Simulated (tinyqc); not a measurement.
CCSD on RHF in the sto-6g basis, for BH3, spin multiplicity 1, step by step (part 2 of 2). Computed by tinyqc, a small Python program that keeps every step (integrals from PySCF). Command: `OMP_NUM_THREADS=1 python tinyqc.py 31679 31680 out.jsonl` (the two numbers bound the seeds that draw the settings). One thread of a shared host (Intel(R) Xeon(R) Processor @ 2.60GHz), about 0.3 s of CPU time with the checks.

Geometry (angstrom):
```
atom          x          y         z
B      0.000000   0.000000  0.011000
H      1.174000   0.000000  0.000000
H     -0.587000   1.016000  0.000000
H     -0.587000  -1.016000  0.000000
```

## Integrals over molecular orbitals

coefficients C:
```
              MO1        MO2        MO3        MO4        MO5        MO6        MO7        MO8
1B 1s    0.994201  -0.220026   0.000000  -0.000112  -0.003530  -0.245712   0.002101   0.000000
1B 2s    0.024831   0.546203   0.000000   0.000442   0.016850   1.498189  -0.013418   0.000000
1B 2px  -0.000006  -0.000291   0.000000   0.508627   0.000000   0.009835   1.201332   0.000000
1B 2py   0.000000   0.000000   0.508660   0.000000   0.000000   0.000000   0.000000   1.201428
1B 2pz  -0.000041  -0.001797   0.000000   0.000001   0.999868  -0.019644   0.000171   0.000000
2H 1s   -0.004403   0.282508   0.000000   0.515524  -0.005305  -0.763591  -1.000483   0.000000
3H 1s   -0.004407   0.282927   0.446328  -0.257485  -0.005299  -0.751155   0.510348  -0.872509
4H 1s   -0.004407   0.282927  -0.446328  -0.257485  -0.005299  -0.751155   0.510348   0.872509
```

core Hamiltonian H = T + V (hartree), lower triangle:
```
             1B 1s      1B 2s     1B 2px     1B 2py     1B 2pz      2H 1s      3H 1s      4H 1s
1B 1s   -13.797135
1B 2s    -3.436371  -4.677143
1B 2px    0.000032   0.000202  -3.988457
1B 2py    0.000000   0.000000   0.000000  -3.988436
1B 2pz    0.000565   0.004628  -0.000002   0.000000  -3.802511
2H 1s    -0.936044  -2.070541  -1.849474   0.000000   0.018306  -3.210552
3H 1s    -0.937352  -2.072284   0.925812  -1.602333   0.018327  -0.501992  -3.211771
4H 1s    -0.937352  -2.072284   0.925812   1.602333   0.018327  -0.501992  -0.502859  -3.211771
```

Given earlier and not repeated: Two-electron integrals (ij|kl) in chemists' order.

(pq|rs) = sum C_ip C_jq C_kr C_ls (ij|kl), one index at a time.

one-electron integrals over orbitals h = C^T H C (hartree), lower triangle:
```
            1          2          3          4          5          6          7          8
1  -13.784385
2    0.301498  -3.819042
3    0.000000   0.000000  -3.566330
4    0.000172   0.000206   0.000000  -3.565976
5    0.005545  -0.002754   0.000000  -0.000007  -3.802380
6    0.322039  -0.619253   0.000000  -0.005780   0.009006  -2.994249
7   -0.002737   0.005639   0.000000  -0.624041  -0.000073  -0.001489  -3.162886
8    0.000000   0.000000  -0.623745   0.000000   0.000000   0.000000   0.000000  -3.162836
```

Two-electron integrals over orbitals (pq|rs), unique and non-zero (hartree):
```
(11|11) 2.898392    (21|11) -0.252872   (21|21) 0.035040    (22|11) 0.606184
(22|21) -0.008717   (22|22) 0.444819    (31|31) 0.007712    (32|31) 0.013080
(32|32) 0.121965    (33|11) 0.550111    (33|21) -0.003437   (33|22) 0.441933
(33|33) 0.495692    (41|11) -0.000133   (41|21) 0.000013    (41|22) -0.000023
(41|33) -0.004168   (41|41) 0.007710    (42|11) -0.000019   (42|21) -0.000011
(42|22) -0.000178   (42|33) -0.063396   (42|41) 0.013072    (42|42) 0.121831
(43|31) -0.004158   (43|32) -0.063344   (43|43) 0.049105    (44|11) 0.550022
(44|21) -0.003442   (44|22) 0.441745    (44|33) 0.397218    (44|41) 0.004174
(44|42) 0.063471    (44|44) 0.495770    (51|11) -0.004187   (51|21) 0.000531
(51|22) -0.000357   (51|33) -0.000174   (51|41) 3.49e-07    (51|42) 2.65e-08
(51|44) -0.000174   (51|51) 0.022213    (52|11) 0.002081    (52|21) -0.000181
(52|22) -0.000463   (52|33) -0.000291   (52|41) -7.24e-08   (52|42) 7.22e-08
(52|44) -0.000291   (52|51) 0.021035    (52|52) 0.069089    (53|31) 0.000065
(53|32) -0.000374   (53|43) 0.000381    (53|53) 0.018073    (54|11) 2.71e-06
(54|21) -1.72e-07   (54|22) 5.99e-07    (54|33) 0.000382    (54|41) 0.000065
(54|42) -0.000374   (54|44) -0.000382   (54|51) 0.000012    (54|52) 0.000026
(54|54) 0.018068    (55|11) 0.743044    (55|21) -0.009431   (55|22) 0.464044
(55|33) 0.437329    (55|41) -4.51e-06   (55|42) -0.000015   (55|44) 0.437276
(55|51) 0.000544    (55|52) 0.002720    (55|54) 2.63e-06    (55|55) 0.587130
(61|11) -0.292743   (61|21) 0.041827    (61|22) -0.009466   (61|33) -0.003539
(61|41) 0.000135    (61|42) 0.000162    (61|44) -0.003448   (61|51) 0.000318
(61|52) -0.000479   (61|54) 7.67e-07    (61|55) -0.007570   (61|61) 0.050148
(62|11) 0.223057    (62|21) -0.010399   (62|22) 0.041835    (62|33) 0.022204
(62|41) 0.000059    (62|42) 5.46e-07    (62|44) 0.021800    (62|51) -0.000466
(62|52) -0.000168   (62|54) 0.000006    (62|55) 0.107426    (62|61) -0.010921
(62|62) 0.070833    (63|31) 0.003424    (63|32) -0.042130   (63|43) 0.039743
(63|53) 0.000444    (63|63) 0.057864    (64|11) 0.001873    (64|21) -0.000053
(64|22) 0.000476    (64|33) 0.040455    (64|41) 0.003365    (64|42) -0.042992
(64|44) -0.039951   (64|51) -4.97e-08   (64|52) 0.000010    (64|54) 0.000451
(64|55) 0.000902    (64|61) 3.67e-06    (64|62) 0.000981    (64|64) 0.058903
(65|11) -0.001835   (65|21) -0.000091   (65|22) -0.001121   (65|33) -0.000519
(65|41) 1.93e-06    (65|42) 0.000013    (65|44) -0.000506   (65|51) 0.023875
(65|52) 0.066098    (65|54) 0.000177    (65|55) 0.000361    (65|61) -0.000457
(65|62) -0.001744   (65|64) -0.000009   (65|65) 0.069529    (66|11) 0.640996
(66|21) -0.013091   (66|22) 0.443243    (66|33) 0.441709    (66|41) 0.000218
(66|42) 0.001834    (66|44) 0.443642    (66|51) -0.000990   (66|52) -0.002003
(66|54) -0.000009   (66|55) 0.465568    (66|61) -0.013988   (66|62) 0.029783
(66|64) -0.000509   (66|65) -0.002551   (66|66) 0.462163    (71|11) 0.002517
(71|21) -0.000369   (71|22) 0.000053    (71|33) -0.005294   (71|41) 0.013555
(71|42) 0.019631    (71|44) 0.005368    (71|51) -2.75e-06   (71|52) 4.01e-06
(71|54) 0.000128    (71|55) 0.000063    (71|61) -0.000231   (71|62) 0.000200
(71|64) 0.006225    (71|65) 0.000007    (71|66) 0.000472    (71|71) 0.024113
(72|11) -0.002023   (72|21) 0.000088    (72|22) -0.000379   (72|33) 0.025108
(72|41) 0.007601    (72|42) -0.004011   (72|44) -0.025518   (72|51) 3.91e-06
(72|52) 2.65e-07    (72|54) 0.000663    (72|55) -0.000967   (72|61) 0.000204
(72|62) -0.000248   (72|64) 0.045924    (72|65) 0.000016    (72|66) -0.000438
(72|71) 0.012824    (72|72) 0.048829    (73|31) 0.003389    (73|32) 0.052652
(73|43) -0.024038   (73|53) -0.000335   (73|63) -0.030126   (73|73) 0.037230
(74|11) 0.202942    (74|21) -0.005396   (74|22) 0.045601    (74|33) 0.053112
(74|41) -0.003442   (74|42) -0.051888   (74|44) 0.006237    (74|51) 0.000025
(74|52) 0.001148    (74|54) 0.000329    (74|55) 0.096092    (74|61) -0.005089
(74|62) 0.067467    (74|64) 0.030419    (74|65) -0.000356   (74|66) 0.027900
(74|71) -0.005554   (74|72) 0.008542    (74|74) 0.104361    (75|11) 0.000015
(75|21) 6.37e-07    (75|22) 0.000007    (75|33) -0.000722   (75|41) 0.000230
(75|42) 0.001538    (75|44) 0.000732    (75|51) -0.000206   (75|52) -0.000580
(75|54) 0.016257    (75|55) -3.95e-06   (75|61) 0.000007    (75|62) 0.000017
(75|64) -0.000554   (75|65) -0.000429   (75|66) 0.000045    (75|71) 0.000379
(75|72) 0.000208    (75|74) -0.000652   (75|75) 0.019969    (76|11) 0.000309
(76|21) 0.000024    (76|22) -0.000020   (76|33) -0.057579   (76|41) 0.013330
(76|42) 0.109360    (76|44) 0.057941    (76|51) 0.000008    (76|52) 0.000020
(76|54) -0.000493   (76|55) 0.000073    (76|61) 0.000218    (76|62) 0.000071
(76|64) -0.045867   (76|65) 0.000031    (76|66) 0.001937    (76|71) 0.020947
(76|72) -0.009780   (76|74) -0.052906   (76|75) 0.001368    (76|76) 0.111813
(77|11) 0.687107    (77|21) -0.009612   (77|22) 0.460426    (77|33) 0.428468
(77|41) -0.001084   (77|42) 0.026307    (77|44) 0.491913    (77|51) -0.000115
(77|52) 0.000412    (77|54) -0.000414   (77|55) 0.478790    (77|61) -0.009442
(77|62) 0.045329    (77|64) -0.035679   (77|65) -0.000260   (77|66) 0.470541
(77|71) -0.002788   (77|72) -0.031562   (77|74) 0.043442    (77|75) 0.000207
(77|76) 0.027754    (77|77) 0.530486    (81|31) 0.013557    (81|32) 0.019636
(81|43) -0.005307   (81|53) 0.000128    (81|63) 0.006320    (81|73) 0.005502
(81|81) 0.024107    (82|31) 0.007596    (82|32) -0.004114   (82|43) 0.025347
(82|53) 0.000664    (82|63) 0.045805    (82|73) -0.009941   (82|81) 0.012814
(82|82) 0.048847    (83|11) 0.202893    (83|21) -0.005401   (83|22) 0.045433
(83|33) 0.005941    (83|41) 0.003418    (83|42) 0.052289    (83|44) 0.053451
(83|51) 0.000025    (83|52) 0.001148    (83|54) -0.000331   (83|55) 0.096054
(83|61) -0.004996   (83|62) 0.067340    (83|64) -0.029602   (83|65) -0.000344
(83|66) 0.029682    (83|71) 0.005603    (83|72) -0.010116   (83|74) 0.035877
(83|75) 0.000662    (83|76) 0.053718    (83|77) 0.063571    (83|83) 0.104871
(84|31) 0.003424    (84|32) 0.052298    (84|43) -0.023691   (84|53) -0.000331
(84|63) -0.029641   (84|73) 0.032763    (84|81) 0.005566    (84|82) -0.009525
(84|84) 0.036710    (85|31) 0.000230    (85|32) 0.001539    (85|43) -0.000725
(85|53) 0.016256    (85|63) -0.000542   (85|73) 0.000664    (85|81) 0.000379
(85|82) 0.000208    (85|84) 0.000659    (85|85) 0.019961    (86|31) 0.013347
(86|32) 0.108942    (86|43) -0.057072   (86|53) -0.000485   (86|63) -0.044319
(86|73) 0.053695    (86|81) 0.020988    (86|82) -0.009316   (86|84) 0.053318
(86|85) 0.001364    (86|86) 0.110822    (87|31) 0.000738    (87|32) -0.029155
(87|43) 0.033178    (87|53) 0.000427    (87|63) 0.037148    (87|73) -0.011912
(87|81) 0.002334    (87|82) 0.031421    (87|84) -0.011577   (87|85) -0.000240
(87|86) -0.029814   (87|87) 0.034890    (88|11) 0.687103    (88|21) -0.009612
(88|22) 0.460495    (88|33) 0.492908    (88|41) 0.000847    (88|42) -0.028220
(88|44) 0.427421    (88|51) -0.000115   (88|52) 0.000412    (88|54) 0.000423
(88|55) 0.478800    (88|61) -0.009396   (88|62) 0.045825    (88|64) 0.037457
(88|65) -0.000264   (88|66) 0.469572    (88|71) 0.002592    (88|72) 0.030906
(88|74) 0.064230    (88|75) -0.000226   (88|76) -0.029259   (88|77) 0.463197
(88|83) 0.042210    (88|88) 0.531472
```

## CCSD: starting amplitudes

orbital energies (hartree): MO1 -7.523822, MO2 -0.673336, MO3 -0.470896, MO4 -0.470882, MO5 0.233561, MO6 0.707183, MO7 0.758408, MO8 0.758486

t_ij^ab = <ij||ab> / (e_i + e_j - e_a - e_b), whose energy is MP2.

Starting amplitudes (spin orbitals 1a, 1b, ...; amplitudes related by a flip of all spins are not repeated; the 24 largest):
```
from      to          t
3a 3b  8a 8b  -0.042652
4a 4b  7a 7b  -0.042448
2a 2b  5a 5b  -0.038091
2a 4b  6a 7b  -0.025851
2a 3b  6a 8b  -0.025802
2a 2b  6a 6b  -0.025654
4a 4b  6a 6b  -0.025000
3a 3b  6a 6b  -0.024559
2a 4b  6b 7a   0.017597
2a 3b  6b 8a   0.017550
2a 2b  8a 8b  -0.017058
2a 2b  7a 7b  -0.017052
3a 3b  7a 7b  -0.015143
4a 4b  8a 8b  -0.014931
3a 4b  7b 8a   0.014592
3a 4b  7a 8b  -0.013326
3a 3b  5a 5b  -0.012828
4a 4b  5a 5b  -0.012825
4a 4b  6a 7b  -0.012636
3a 3b  6a 7b   0.012514
3a 4b  6a 8b   0.012312
3a 4b  6b 8a  -0.012296
2a 4a  6a 7a  -0.008254
2a 3a  6a 8a  -0.008251
```

correlation energy = -0.03613008 hartree

## CCSD: amplitude update 1

t_i^a D_i^a and t_ij^ab D_ij^ab are set to the remaining terms of the spin-orbital equations, evaluated with the old amplitudes; for the doubles these are <ij||ab> + 1/2 <ab||ef> t_ij^ef + 1/2 <mn||ij> t_mn^ab + P(ij)P(ab) <mb||ej> t_im^ae + terms in t^2 + terms with t1, D the orbital-energy denominators.

Amplitudes after update 1 (spin orbitals 1a, 1b, ...; amplitudes related by a flip of all spins are not repeated; the 24 largest):
```
from      to          t
3a 3b  8a 8b  -0.055389
4a 4b  7a 7b  -0.055115
2a 2b  5a 5b  -0.048986
2a 4b  6a 7b  -0.033662
2a 3b  6a 8b  -0.033578
4a 4b  6a 6b  -0.032753
3a 3b  6a 6b  -0.032153
2a 2b  6a 6b  -0.031310
2a 4b  6b 7a   0.025256
2a 3b  6b 8a   0.025175
2a 2b  8a 8b  -0.020858
2a 2b  7a 7b  -0.020850
3a 4b  7a 8b  -0.019592
3a 4b  7b 8a   0.019144
3a 3b  7a 7b  -0.017203
4a 4b  6a 7b  -0.017115
3a 3b  6a 7b   0.016977
4a 4b  8a 8b  -0.016914
3a 4b  6a 8b   0.016670
3a 4b  6b 8a  -0.016669
3a 3b  5a 5b  -0.012719
4a 4b  5a 5b  -0.012712
2a 4a  6a 7a  -0.008406
2a 3a  6a 8a  -0.008402
```

correlation energy = -0.04681933 hartree

## CCSD: convergence

E_corr = 1/4 sum <ij||ab> t_ij^ab + 1/2 sum <ij||ab> t_i^a t_j^b; stop when the norm of the change is below 1e-8.

Course of the amplitude iterations:
```
update  correlation energy (hartree)  norm of the change
0                        -0.03613008                   -
1                        -0.04681933            7.57e-02
2                        -0.05028616            2.67e-02
3                        -0.05146763            1.02e-02
4                        -0.05188763            4.11e-03
5                        -0.05204212            1.75e-03
6                        -0.05210069            7.75e-04
7                        -0.05212351            3.52e-04
8                        -0.05213264            1.63e-04
9                        -0.05213638            7.66e-05
10                       -0.05213795            3.63e-05
11                       -0.05213862            1.73e-05
12                       -0.05213891            8.31e-06
13                       -0.05213904            4.01e-06
14                       -0.05213910            1.94e-06
15                       -0.05213912            9.47e-07
16                       -0.05213914            4.63e-07
17                       -0.05213914            2.28e-07
18                       -0.05213914            1.12e-07
19                       -0.05213915            5.56e-08
20                       -0.05213915            2.76e-08
21                       -0.05213915            1.38e-08
22                       -0.05213915            6.88e-09
```

Converged amplitudes (spin orbitals 1a, 1b, ...; amplitudes related by a flip of all spins are not repeated; the 24 largest):
```
from      to          t
3a 3b  8a 8b  -0.062460
4a 4b  7a 7b  -0.062156
2a 2b  5a 5b  -0.055600
4a 4b  6a 6b  -0.037200
2a 4b  6a 7b  -0.036968
2a 3b  6a 8b  -0.036865
3a 3b  6a 6b  -0.036523
2a 2b  6a 6b  -0.034309
2a 4b  6b 7a   0.029844
2a 3b  6b 8a   0.029745
3a 4b  7a 8b  -0.024224
2a 2b  8a 8b  -0.022325
2a 2b  7a 7b  -0.022316
3a 4b  7b 8a   0.021562
4a 4b  6a 7b  -0.019204
3a 3b  6a 7b   0.019065
3a 4b  6b 8a  -0.018698
3a 4b  6a 8b   0.018678
3a 3b  7a 7b  -0.017290
4a 4b  8a 8b  -0.016965
3a 3b  5a 5b  -0.008819
4a 4b  5a 5b  -0.008808
2a 3b  7a 8b   0.007272
2a 3b  7b 8a  -0.007217
```

CCSD total energy = -26.38253149 hartree

T1 diagnostic, norm of the one-spin t1 over sqrt(correlated electrons) = 0.001900

Converged in 22 updates.
